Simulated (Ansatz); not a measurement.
**BPH4 (SMILES BP): revPBE0-D3(BJ)-ATM/3-21G (density fitting with cc-pVTZ-jkfit, start density atoms)**

What is the vertical singlet–triplet gap of BPH4 at revPBE0-D3(BJ)-ATM/3-21G (density fitting with cc-pVTZ-jkfit, start density atoms)? 

The calculation is run with Ansatz 0.2.0.

7 further runs of the same task are left out: 2 for a known fault of the program, 1 that didn't finish, 4 set aside as unsound or not needed. Runs told in other sessions of the task aren't counted.

## 1. The system as given

BPH4 has 6 atoms, charge 0, and is taken as a singlet. SMILES: `BP`. The shape is that of a GFN2-xTB optimisation.

Bond lengths: B1–P2 1.841 Å, B1–H3 1.169 Å, B1–H4 1.169 Å, P2–H5 1.378 Å, P2–H6 1.378 Å. Angles: B1–P2–H5 103.7°, B1–P2–H6 103.7°, P2–B1–H3 119.5°, P2–B1–H4 119.5°, H5–P2–H6 96.8°, H3–B1–H4 120.3°.

## 2. Energy and forces at revPBE0-D3(BJ)-ATM/3-21G (density fitting with cc-pVTZ-jkfit, start density atoms)

Input file job.yaml:

```yaml
crystal:
  periodic: [false, false, false]
  atoms:
    - {symbol: B, position_ang: [0.002660, -0.867960, 0.118880]}
    - {symbol: P, position_ang: [0.378740, 0.928770, 0.259630]}
    - {symbol: H, position_ang: [-0.777460, -1.351190, 0.842930]}
    - {symbol: H, position_ang: [0.659230, -1.540870, -0.575930]}
    - {symbol: H, position_ang: [0.599110, 1.319050, -1.043720]}
    - {symbol: H, position_ang: [-0.862270, 1.512200, 0.398210]}
basis:
  gaussian:
    orbitals: 3-21G.json
    fitting: {mean_field: cc-pVTZ-jkfit}
    final_grid: {core_spheres: 3, valence_spheres: 3, degree: 7}
hamiltonian:
  xc: {name: revPBE0}
  dispersion: d3bjatm
output: {forces: true, orbitals: {seedname: orbitals}}
```

The basis set 3-21G is read from a file made from the Basis Set Exchange's data (not shown).

Started as:

```bash
$ ansatz run job.yaml --threads 1 --pin off --max-ram 2610MiB --events-out events.jsonl --progress --plain --runs-dir runs
```

The program printed:

```text
Warning: RAYON_NUM_THREADS=1 ignored (pool sized by the plan → 1); use --threads N
Functional definition: revPBE0
  name "revPBE0"
  parameter a = 0.25
  parameter kappa = 1.245
  parameter beta = 0.06672455060314922
  exchange = (1 - a)*pbe_x(kappa = kappa, mu = beta*pi^2/3) + a*exact_x
  correlation = pbe_c(beta = beta)
320 factors; integrals over basis functions are off by at most 5.2e-3 eV
mean field evaluation 1: about -9975.1471 eV, gradient 1.2e1 eV
mean field evaluation 2: about -9975.3561 eV, gradient 9.3e0 eV
mean field evaluation 4: about -9975.6890 eV, gradient 4.7e-1 eV
mean field evaluation 8: about -9975.5879 eV, gradient 1.4e-2 eV
mean field evaluation 16: about -9975.5879 eV, gradient 1.7e-5 eV
mean field -9975.58791340 eV, -366.5960941212 hartree, gradient 1.7e-5 eV, S^2 0.000000; 0 other end points of the search recorded, 0 dependent functions left out
the calculation of the forces begins
reference -9975.58793374 eV, -366.5960948687 hartree; 12, 12 occupied and 18, 18 virtual orbitals, 320 factors
Total energy: -9975.78375793 eV, -366.6032912750 hartree
Atom 0 at     0.002660    -0.867960     0.118880 Å, force     0.001540    -0.868397     0.113937 eV/Å
Atom 1 at     0.378740     0.928770     0.259630 Å, force     0.680780     0.380871     0.637719 eV/Å
Atom 2 at    -0.777460    -1.351190     0.842930 Å, force    -0.505351    -0.209212     0.405213 eV/Å
Atom 3 at     0.659230    -1.540870    -0.575930 Å, force     0.374090    -0.323367    -0.462737 eV/Å
Atom 4 at     0.599110     1.319050    -1.043720 Å, force     0.680920     0.383682    -1.290590 eV/Å
Atom 5 at    -0.862270     1.512200     0.398210 Å, force    -1.231978     0.636423     0.596458 eV/Å
Dipole moment:    -0.154969     0.090394    -0.169065 e Å
```

Wall time 0.24 s (1 thread of Arm Neoverse V2, shared host).

## 3. The triplet, same level

job.yaml: that of step 2 with these lines changed.

```diff
@@ -14,2 +14,6 @@
     final_grid: {core_spheres: 3, valence_spheres: 3, degree: 7}
+magnetization:
+  spin_polarized: false
+  initial_magnetization: 2
+output: {forces: true, orbitals: {seedname: orbitals}}
 hamiltonian:
@@ -17,2 +21 @@
   dispersion: d3bjatm
-output: {forces: true, orbitals: {seedname: orbitals}}
```

The basis set 3-21G is read from a file made from the Basis Set Exchange's data (not shown).

Started as:

```bash
$ ansatz run job.yaml --threads 1 --pin off --max-ram 2610MiB --events-out events.jsonl --progress --plain --runs-dir runs
```

The program printed:

```text
Warning: RAYON_NUM_THREADS=1 ignored (pool sized by the plan → 1); use --threads N
[... 7 set-up lines as earlier in the session ...]
320 factors; integrals over basis functions are off by at most 5.2e-3 eV
mean field evaluation 1: about -9969.6206 eV, gradient 2.2e1 eV
mean field evaluation 2: about -9969.5448 eV, gradient 2.2e1 eV
mean field evaluation 4: about -9970.8840 eV, gradient 1.1e1 eV
mean field evaluation 8: about -9971.5477 eV, gradient 1.6e-1 eV
mean field evaluation 16: about -9971.5479 eV, gradient 8.8e-5 eV
mean field -9971.54793893 eV, -366.4476277976 hartree, gradient 1.8e-5 eV, S^2 2.000000; 2 other end points of the search recorded, 0 dependent functions left out
the calculation of the forces begins
reference -9971.54796441 eV, -366.4476287340 hartree; 13, 11 occupied and 17, 19 virtual orbitals, 320 factors
Total energy: -9971.74378860 eV, -366.4548251402 hartree
Atom 0 at     0.002660    -0.867960     0.118880 Å, force    -0.023091    -3.596450     0.455396 eV/Å
Atom 1 at     0.378740     0.928770     0.259630 Å, force     0.546969     0.815248     0.443485 eV/Å
Atom 2 at    -0.777460    -1.351190     0.842930 Å, force    -0.683622     0.284282     0.588707 eV/Å
Atom 3 at     0.659230    -1.540870    -0.575930 Å, force     0.621699     0.114343    -0.701515 eV/Å
Atom 4 at     0.599110     1.319050    -1.043720 Å, force     0.846667     1.048707    -1.455237 eV/Å
Atom 5 at    -0.862270     1.512200     0.398210 Å, force    -1.308621     1.333869     0.669164 eV/Å
Dipole moment:     0.127857     0.879600     0.011728 e Å
```

It took 0.6 s on 1 thread of Arm Neoverse V2, shared host.

## 4. What came out

Level: revPBE0-D3(BJ)-ATM/3-21G (density fitting with cc-pVTZ-jkfit, start density atoms).

| quantity | value |
| --- | --- |
| singlet: total energy | -366.60329 Eh |
| singlet: dipole moment | 1.18 D |
| singlet: HOMO energy | -7.57 eV |
| singlet: LUMO energy | -1.53 eV |
| singlet: HOMO–LUMO gap | 6.04 eV |
| singlet: dispersion energy | -18.89 kJ/mol |
| singlet: largest force on an atom | 1.509 eV/Å |
| triplet: total energy | -366.45483 Eh |
| triplet: dipole moment | 4.27 D |
| triplet: dispersion energy | -18.89 kJ/mol |
| triplet: ⟨S²⟩ | 2.000 |
| triplet: largest force on an atom | 3.625 eV/Å |
| vertical energy of the triplet above the singlet | 4.040 eV |

In words: At this shape the triplet lies 4.04 eV (390 kJ/mol) above the singlet. The largest force (singlet) is 1.51 eV/Å: the shape isn't a stationary point for this species at this level.
